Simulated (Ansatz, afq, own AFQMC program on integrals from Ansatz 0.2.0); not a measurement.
**SiH2O, triplet → SiH2O⁺, doublet**

```xyz
4

Si    0.0000    0.0000    0.5550
O     0.0000    0.0000   -1.1214
H     0.0000    1.3319    1.1682
H     0.0000   -1.3319    1.1682
```

Connectivity, by distances: SiH2–O.

E(doublet, charge +1) − E(triplet, charge +0) at this geometry, on UHF and UHF determinants.

Basis cc-pVDZ. Only valence electrons are correlated. Integrals, coupled cluster, full CI and functionals: Ansatz 0.2.0; the random walks run on the same integrals in our own AFQMC program. ph-AFQMC/CISD is guided by a CISD state made of CCSD amplitudes; releasing the constraint for a short imaginary time cuts its bias at the price of noise, slowly where states lie close. Uncertainties: one standard error, sampling alone. The errors of all members are added in quadrature.

No full CI on the walks' own integrals is used here; CCSDT(Q) serves as the reference and is uncertain by about the last step of the cluster series. Each member takes its own surest rung, up to full CI.

Errors are counted within cc-pVDZ, not against nature.

Cautions: SiH₂O (triplet): lower spins were not checked, its ph-AFQMC/CISD value lies 35 ± 11 meV above CCSDT(Q).

Reference (CCSDT(Q)): 664.6 kJ/mol.

```json
{"level": "HF", "vertical ionization energy (kJ/mol)": "648.3", "error against CCSDT(Q) (kJ/mol)": "-16.3"}
{"level": "MP2", "vertical ionization energy (kJ/mol)": "660.0", "error against CCSDT(Q) (kJ/mol)": "-4.6"}
{"level": "CCSD", "vertical ionization energy (kJ/mol)": "667.5", "error against CCSDT(Q) (kJ/mol)": "2.8"}
{"level": "CCSD(T)", "vertical ionization energy (kJ/mol)": "665.5", "error against CCSDT(Q) (kJ/mol)": "0.9"}
{"level": "CCSDT", "vertical ionization energy (kJ/mol)": "665.0", "error against CCSDT(Q) (kJ/mol)": "0.4"}
{"level": "ph-AFQMC/HF", "vertical ionization energy (kJ/mol)": "658.7 ± 8.3", "error against CCSDT(Q) (kJ/mol)": "-5.9 ± 8.3"}
{"level": "ph-AFQMC/CISD", "vertical ionization energy (kJ/mol)": "660.8 ± 1.8", "error against CCSDT(Q) (kJ/mol)": "-3.9 ± 1.8"}
{"level": "released AFQMC", "vertical ionization energy (kJ/mol)": "662.4 ± 2.5", "error against CCSDT(Q) (kJ/mol)": "-2.2 ± 2.5"}
```

Correlation beyond CCSD(T) takes off 0.9 kJ/mol. The perturbative (T) step is worth −1.9 kJ/mol.

A walk keeps the symmetry of its determinant, which the program's search chose and which needn't be the lowest solution, so a lower state of the same spin and another symmetry isn't excluded. Released energies are given only where the last usable release times agree within the noise; a slower fall can still hide under it.
